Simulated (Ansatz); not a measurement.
`C/N=C(\C)NC` + H₂ → `C/N=C/NC` + CH₄ at 500 K and 1 bar (hydrogenolysis of a C–C bond).

Isolated molecules relaxed with PBE0-D4/def2-TZVP in Ansatz; ΔE leaves out vibrations. CCSD(T)/CBS adds triple-zeta CCSD(T) − MP2 to the extrapolated MP2 energy (def2 sets, frozen cores). This one scheme is used for every species. Double bonds are as drawn, so ΔE can hold a change between cis and trans. One conformer a species, not always the lowest.

```csv
species,CCSD(T)/CBS energy (Eh),H − E (kJ/mol),S (J/(mol·K))
`C/N=C(\C)NC`,-267.61724,427.3,441.8
H₂,-1.17544,41.0,145.5
`C/N=C/NC`,-228.35220,344.4,387.0
CH₄,-40.46206,135.6,206.8
```

H − E and S are ideal-gas, rigid-rotor, harmonic terms from PBE0-D4/def2-TZVP, for one conformer and one mirror image of each species. For small species the MP2-based limit differs from directly extrapolated CCSD(T) by up to some mEh (0.8 for H₂); such offsets cancel only in part. 1 Eh = 2625.50 kJ/mol, R = 8.31446 J/(mol·K).

Question: By hand: ΔE, ΔH, ΔS and ΔG.

Answer: ΔE = (-228.35220) + (-40.46206) − (-267.61724) − (-1.17544) = -0.02158 Eh = -56.7 kJ/mol. Δ(H − E) = 344.4 + 135.6 − 427.3 − 41.0 = 11.7, so ΔH = -45.0 kJ/mol. ΔS = 387.0 + 206.8 − 441.8 − 145.5 = 6.5 J/(mol·K). ΔG = -45.0 − 500 × (6.5)/1000 = -48.2 kJ/mol.

Question: By hand: the equilibrium constant, and the temperature at which ΔG would vanish if ΔH and ΔS stayed fixed.

Answer: log₁₀ K = −ΔG/(RT ln 10) = 5.0. ΔH and −TΔS have one sign here, so there is no such temperature.

The number of gas molecules stays the same, so ΔS is small and ΔH decides. A doubt of 5 kJ/mol in ΔE shifts log₁₀ K by 0.5 here. Other conformers and mirror images would add mixing entropy, several J/(mol·K) or more a flexible species. These are equilibria of isolated gas molecules and say nothing of rates. Largest T1 diagnostic: 0.012 (customary marks: 0.02 for closed shells, 0.045 for open ones).

ΔS is within the doubt of such terms, so its sign, and with it that verdict, could turn.
